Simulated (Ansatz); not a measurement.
A nudged elastic band was laid between two geometries of FH$_{3}$OSi (6 atoms, charge 0, multiplicity 1).

Theory: RHF/def2-SVP (Ansatz).

```yaml
movable_images: 7
climbing_image: yes
spring: 5.0 eV/Å²
optimiser: quadratic models (default)
start_path: straight line
force_threshold: 0.05 eV/Å
iteration_limit: 60
end_points: relaxed
```

Image 0:

```xyz
6
Properties=species:S:1:pos:R:3
Si 0.321 -0.038 0.072
O 0.561 -0.097 1.686
H -0.155 -0.189 2.295
H 1.632 0.074 -0.569
F -0.543 1.267 -0.299
H -0.456 -1.191 -0.410
```

Image 8:

```xyz
6
Properties=species:S:1:pos:R:3
Si -0.179 -0.136 -0.761
O 1.058 -0.229 0.965
H 0.573 -0.016 1.755
H 1.832 0.320 0.944
F -0.946 1.131 -0.028
H -0.977 -1.245 -0.099
```

Which bonds break or form, and what moves?

Bonds broken: Si1–H4. Bonds formed: O2–H4.

Give the energies along the band, and the barrier.

The run converged. The highest image is number 5 of 0 to 8, 428.2 kJ/mol above the first end and 183.3 kJ/mol above the last; the last end lies 244.9 kJ/mol above the first. The profile has 2 maxima (images 1, 5) with wells between them (image 2): this band takes more than one step, which may be the mechanism or a detour left from its start path. Neighbouring images differ by up to 2.3 eV, so the band resolves the path poorly. The order of the point at the top wasn't checked. The orbitals stay closed-shell, which can raise the energy where a bond breaks towards radicals; this wasn't checked here.

```csv
image,path coordinate (Å),energy (kJ/mol),Si1–H4 (Å),O2–H4 (Å)
0,0.00,0.0,1.46,2.50
1,0.48,2.8,1.47,2.54
2,0.96,1.1,1.47,2.60
3,1.44,29.8,1.47,2.30
4,1.92,209.3,1.48,1.79
5,2.40,428.2,1.61,1.27
6,2.88,292.7,2.05,0.97
7,3.35,248.6,2.56,0.95
8,3.82,244.9,2.68,0.95
```

What is the geometry of the highest image?


```xyz
6
Properties=species:S:1:pos:R:3
Si 0.033 -0.061 -0.319
O 0.883 -0.361 1.285
H 0.762 0.255 2.002
H 1.530 0.043 0.272
F -0.968 1.156 0.065
H -0.882 -1.208 -0.530
```

The run took 67 s on 1 thread of Intel(R) Xeon(R) Platinum 8259CL CPU @ 2.50GHz (Skylake/Cascade Lake), on a shared host, peak memory 0.12 GiB.
